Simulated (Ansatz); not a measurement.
System: fcc Sr. Method: PBE-D3(BJ) (plane waves, PAW; Ansatz, a program for electronic structure).

Run with plane-wave cutoff 520 eV, 16×16×16 k mesh, Fermi–Dirac smearing 0.05 eV, scalar-relativistic PAW data made under PBE.

A third-order Birch–Murnaghan fit to the energies gives V0 = 52.184 Å³/atom, B0 = 12.4 GPa, B′ = 3.5.

```
V (Å³/atom)     P (GPa)
-----------  ----------
49.107            0.838
50.152       (withheld)
51.197            0.245
52.241           -0.014
53.286           -0.249
54.331           -0.465
55.376       (withheld)
```

Question: Estimate the withheld pressures from this fit; the answers are the runs' own values.

Answer: 
- 50.152, P (GPa): 0.528
- 55.376, P (GPa): -0.663

The formula P = (3/2) B0 (x^(7/3) − x^(5/3)) [1 + (3/4)(B′ − 4)(x^(2/3) − 1)] with x = V0/V meets the computed pressures within 0.01 GPa when these rounded values are put in.

Measured, for comparison: bulk modulus 12.5 GPa (corrected for temperature and zero-point phonon effects, our sources range from 12.0 to 12.5; as tabulated in Levämäki et al. (2014), arXiv:1402.3671); equilibrium volume per atom 55.22 Å³/atom (low-temperature or extrapolated to 0 K; zero-point anharmonic expansion removed; as tabulated in Csonka et al. (2009), arXiv:0903.4037). Computed (rounded) less measured: bulk modulus -0.8 % (inside the range of the sources held), equilibrium volume per atom -5.5 %.

Static lattice: no zero-point or thermal effects.
